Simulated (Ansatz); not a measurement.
# Aluminium (fcc) across density functionals

All rows: Ansatz, plane waves with scalar-relativistic PAW, 420 eV (500 eV for the SCAN forms), relaxed under each functional, no dispersion correction, no zero-point motion. B₀ comes from uniform scaling at fixed shape; a dash is a value not given.

The measured cell (COD entry 9008460) has a = 4.050 Å, 16.60 Å³/atom.

```tsv
functional	V (Å³/atom)	cell	B₀ (GPa)	magnetic state
PBE	16.48	a = 4.040 Å	78	spin not included
r²SCAN	15.92	a = 3.993 Å	92	spin not included
PBEsol	16.18	a = 4.015 Å	82	spin not included
LDA	15.80	a = 3.983 Å	84	spin not included
revPBE	16.72	a = 4.059 Å	76	spin not included
RPBE	16.79	a = 4.065 Å	76	spin not included
BLYP	17.37	a = 4.111 Å	57	spin not included
```

LDA gives the smallest volume and BLYP the largest.
